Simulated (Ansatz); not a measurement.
**FH₂NSi: single points off equilibrium**

An exercise on one series of results from a longer session: the logs are not shown, and one member is left open.

Method: single points in def2-TZVPP; program: Ansatz 0.2.0, Gaussian basis.

Correlated methods freeze the cores.

## The starting structure

5 atoms, charge 0, spin multiplicity 1.

Atoms are counted from 1 here; the program's logs count them from 0.

Bond lengths: N1–Si2 1.891 Å, N1–H4 1.218 Å, N1–H5 0.819 Å, Si2–F3 1.599 Å. Angles: Si2–N1–H4 109.0°, Si2–N1–H5 118.1°, H4–N1–H5 121.1°, N1–Si2–F3 94.9°.

Geometry (Å):

```
atom     x (Å)     y (Å)     z (Å)
  N1  -0.58880   0.28250  -0.23080
 Si2   0.10170  -0.91430   1.05990
  F3   1.58790  -0.91160   0.46930
  H4  -0.19500   1.40700   0.02180
  H5  -0.65320   0.02080  -1.00460
```

Set-up of the first run:

The input, run/in.yaml:

```yaml
crystal:
  periodic: [false, false, false]
  atoms:
    - {symbol: N, position_ang: [-0.588800, 0.282500, -0.230800]}
    - {symbol: Si, position_ang: [0.101700, -0.914300, 1.059900]}
    - {symbol: F, position_ang: [1.587900, -0.911600, 0.469300]}
    - {symbol: H, position_ang: [-0.195000, 1.407000, 0.021800]}
    - {symbol: H, position_ang: [-0.653200, 0.020800, -1.004600]}
basis:
  gaussian: {orbitals: def2-TZVPP}
correlation: {method: ccsd_t}
output: {forces: true}
```

The run is started by

```bash
ansatz run in.yaml --threads 4 --pin off --events-out ev --progress --plain --max-ram 5222MiB
```

Steps of the session up to this table: CCSD(T)/def2-TZVPP; PBE0-D4/def2-TZVPP; wB97M-V/def2-TZVPP; r2SCAN-D4/def2-TZVPP; PBE-D4/def2-TZVPP; BLYP-D4/def2-TZVPP; HSE06-D4/def2-TZVPP.

One table of the session follows, with a row left open; its other results are not shown here.

```
   method  RMS force component (eV/Å)  angle to CCSD(T) forces (°)  dipole (D)
  CCSD(T)                       7.068                    reference        0.30
  PBE0-D4                       7.086                          0.5        0.39
  wB97M-V                           ?                            ?           ?
r2SCAN-D4                       7.035                          0.5        0.41
   PBE-D4                       7.073                          2.4        0.40
  BLYP-D4                       6.968                          3.0        0.32
 HSE06-D4                       7.088                          0.5        0.39
```

**Question.** Estimate the row for wB97M-V.

The run gave: RMS force component (eV/Å): 7.036; angle to CCSD(T) forces (°): 0.8; dipole (D): 0.32. In the column «RMS force component (eV/Å)» it lies between r2SCAN-D4 (7.035) and CCSD(T) (7.068).
